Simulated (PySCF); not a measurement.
# How exact exchange moves a shielding

Molecule: Acrylamide (C=CC(N)=O, C3H5NO).

Molfile (atoms numbered from 1):
```
C3H5NO
     RDKit          3D

 10  9  0  0  0  0  0  0  0  0999 V2000
   -1.6062   -0.4737    0.6777 C   0  0  0  0  0  0  0  0  0  0  0  0
   -0.5287   -0.4752   -0.1075 C   0  0  0  0  0  0  0  0  0  0  0  0
    0.5692    0.5131    0.1244 C   0  0  0  0  0  0  0  0  0  0  0  0
    1.6136    0.4126   -0.7429 N   0  0  0  0  0  0  0  0  0  0  0  0
    0.5321    1.3435    1.0103 O   0  0  0  0  0  0  0  0  0  0  0  0
   -1.6712    0.2568    1.4896 H   0  0  0  0  0  0  0  0  0  0  0  0
   -2.4282   -1.1787    0.5349 H   0  0  0  0  0  0  0  0  0  0  0  0
   -0.4292   -1.1923   -0.9298 H   0  0  0  0  0  0  0  0  0  0  0  0
    1.6705   -0.3140   -1.4404 H   0  0  0  0  0  0  0  0  0  0  0  0
    2.4028    1.0313   -0.6119 H   0  0  0  0  0  0  0  0  0  0  0  0
  1  2  2  0
  2  3  1  0
  3  4  1  0
  3  5  2  0
  1  6  1  0
  1  7  1  0
  2  8  1  0
  4  9  1  0
  4 10  1  0
M  END
```

GIAO shieldings (ppm, equivalent atoms averaged) in PySCF 2.14.0 with density-fitted response routines on the PBE0-D3(BJ)/def2-SVP geometry, basis pcSseg-2, gas phase, non-relativistic:

```csv
functional,exact exchange (%),σ(C2),σ(N4)
BLYP,0,36.8,139.9
BP86,0,40.9,142.3
PBE,0,40.8,142.7
B3LYP,20,39.9,145.1
PBE0,25,44.7,149.1
mPW1PW91,25,44.0,148.4
HF,100,56.9,165.9
```

Q: Fit each shielding as a line in the percentage of exact exchange.

A: σ(C2) = 39.2 + 0.18 x (rms 1.7 ppm); σ(N4) = 141.7 + 0.24 x (rms 1.1 ppm). The functionals also differ in their semilocal parts, which the line can't hold; Hartree–Fock has no correlation at all.

Q: What does the line predict for BHandHLYP (50 %), and what does the run give?

A: σ(C2): 48.2 predicted, 45.4 computed; σ(N4): 153.7 predicted, 153.0 computed ppm.
